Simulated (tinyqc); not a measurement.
Worked calculation: MP2 on RHF in the sto-6g basis, frozen core, for H3O+, spin multiplicity 1. One step of it, computed by the program tinyqc.

Question. Iteration 8 (converged): orbitals. Diagonalise F' = X^T F X, C = X C', fill 5 alpha and 5 beta electrons from the bottom; D = 2 C_occ C_occ^T. Each column has its largest component positive (the first on a tie).

converged F (hartree), order 1O 1s, 1O 2s, 1O 2px, 1O 2py, 1O 2pz, 2H 1s, 3H 1s, 4H 1s:
$$\begin{pmatrix}
-21.091805 & -5.098228 & 0.000020 & 0.000000 & 0.013148 & -1.099604 & -1.101862 & -1.101862 \\
-5.098228 & -2.854416 & 0.000237 & 0.000000 & 0.066874 & -1.135769 & -1.137387 & -1.137387 \\
0.000020 & 0.000237 & -0.888011 & 0.000000 & -0.000064 & -0.627258 & 0.313858 & 0.313858 \\
0.000000 & 0.000000 & 0.000000 & -0.888314 & 0.000000 & 0.000000 & -0.543621 & 0.543621 \\
0.013148 & 0.066874 & -0.000064 & 0.000000 & -0.891425 & 0.151228 & 0.151460 & 0.151460 \\
-1.099604 & -1.135769 & -0.627258 & 0.000000 & 0.151228 & -0.838609 & -0.366016 & -0.366016 \\
-1.101862 & -1.137387 & 0.313858 & -0.543621 & 0.151460 & -0.366016 & -0.839754 & -0.366535 \\
-1.101862 & -1.137387 & 0.313858 & 0.543621 & 0.151460 & -0.366016 & -0.366535 & -0.839754
\end{pmatrix}$$

X, order 1O 1s, 1O 2s, 1O 2px, 1O 2py, 1O 2pz, 2H 1s, 3H 1s, 4H 1s:
$$\begin{pmatrix}
1.023442 & -0.143659 & 0.000013 & 0.000000 & 0.003839 & 0.018067 & 0.018086 & 0.018086 \\
-0.143659 & 1.292924 & -0.000231 & 0.000000 & -0.043601 & -0.255665 & -0.256244 & -0.256244 \\
0.000013 & -0.000231 & 1.111470 & 0.000000 & 0.000044 & -0.257173 & 0.128738 & 0.128738 \\
0.000000 & 0.000000 & 0.000000 & 1.111679 & 0.000000 & 0.000000 & -0.223070 & 0.223070 \\
0.003839 & -0.043601 & 0.000044 & 0.000000 & 1.006988 & 0.041091 & 0.041210 & 0.041210 \\
0.018067 & -0.255665 & -0.257173 & 0.000000 & 0.041091 & 1.181245 & -0.061915 & -0.061915 \\
0.018086 & -0.256244 & 0.128738 & -0.223070 & 0.041210 & -0.061915 & 1.181780 & -0.062004 \\
0.018086 & -0.256244 & 0.128738 & 0.223070 & 0.041210 & -0.061915 & -0.062004 & 1.181780
\end{pmatrix}$$

Give: F' = X^T F X; orbital energies; coefficients C; D after iteration 8.

Answer.

F' = X^T F X (hartree):
$$\begin{pmatrix}
-20.7580 & -2.5297 & 0.0000 & 0.0000 & 0.0183 & -0.1792 & -0.1799 & -0.1799 \\
-2.5297 & -1.6059 & -0.0001 & 0.0000 & -0.0253 & -0.4824 & -0.4832 & -0.4832 \\
0.0000 & -0.0001 & -0.6058 & 0.0000 & 0.0000 & -0.5239 & 0.2621 & 0.2621 \\
0.0000 & 0.0000 & 0.0000 & -0.6057 & 0.0000 & 0.0000 & -0.4542 & 0.4542 \\
0.0183 & -0.0253 & 0.0000 & 0.0000 & -0.8729 & 0.0965 & 0.0967 & 0.0967 \\
-0.1792 & -0.4824 & -0.5239 & 0.0000 & 0.0965 & -0.2940 & -0.0765 & -0.0765 \\
-0.1799 & -0.4832 & 0.2621 & -0.4542 & 0.0967 & -0.0765 & -0.2938 & -0.0767 \\
-0.1799 & -0.4832 & 0.2621 & 0.4542 & 0.0967 & -0.0765 & -0.0767 & -0.2938
\end{pmatrix}$$

orbital energies (hartree): MO1 -21.0949, MO2 -1.7563, MO3 -1.0825, MO4 -1.0822, MO5 -0.8949, MO6 0.0622, MO7 0.2589, MO8 0.2596

coefficients C, order 1O 1s, 1O 2s, 1O 2px, 1O 2py, 1O 2pz, 2H 1s, 3H 1s, 4H 1s:
$$\begin{pmatrix}
0.9966 & -0.2288 & 0.0000 & -0.0001 & -0.0370 & -0.1486 & -0.0004 & 0.0000 \\
0.0162 & 0.8803 & 0.0000 & 0.0005 & 0.1954 & 1.0380 & 0.0030 & 0.0000 \\
0.0000 & -0.0002 & 0.0000 & 0.7047 & -0.0002 & 0.0018 & -0.9155 & 0.0000 \\
0.0000 & 0.0000 & 0.7046 & 0.0000 & 0.0000 & 0.0000 & 0.0000 & 0.9159 \\
-0.0013 & -0.0724 & 0.0000 & 0.0002 & 0.9764 & -0.2499 & -0.0007 & 0.0000 \\
-0.0029 & 0.0958 & 0.0000 & 0.3985 & -0.0618 & -0.6556 & 0.9669 & 0.0000 \\
-0.0030 & 0.0960 & 0.3451 & -0.1992 & -0.0617 & -0.6529 & -0.4859 & -0.8391 \\
-0.0030 & 0.0960 & -0.3451 & -0.1992 & -0.0617 & -0.6529 & -0.4859 & 0.8391
\end{pmatrix}$$

D after iteration 8, order 1O 1s, 1O 2s, 1O 2px, 1O 2py, 1O 2pz, 2H 1s, 3H 1s, 4H 1s:
$$\begin{pmatrix}
2.0939 & -0.3851 & 0.0000 & 0.0000 & -0.0417 & -0.0452 & -0.0452 & -0.0452 \\
-0.3851 & 1.6268 & 0.0002 & 0.0000 & 0.2540 & 0.1449 & 0.1447 & 0.1447 \\
0.0000 & 0.0002 & 0.9931 & 0.0000 & -0.0001 & 0.5616 & -0.2807 & -0.2807 \\
0.0000 & 0.0000 & 0.0000 & 0.9929 & 0.0000 & 0.0000 & 0.4863 & -0.4863 \\
-0.0417 & 0.2540 & -0.0001 & 0.0000 & 1.9171 & -0.1343 & -0.1344 & -0.1344 \\
-0.0452 & 0.1449 & 0.5616 & 0.0000 & -0.1343 & 0.3437 & -0.1327 & -0.1327 \\
-0.0452 & 0.1447 & -0.2807 & 0.4863 & -0.1344 & -0.1327 & 0.3436 & -0.1328 \\
-0.0452 & 0.1447 & -0.2807 & -0.4863 & -0.1344 & -0.1327 & -0.1328 & 0.3436
\end{pmatrix}$$
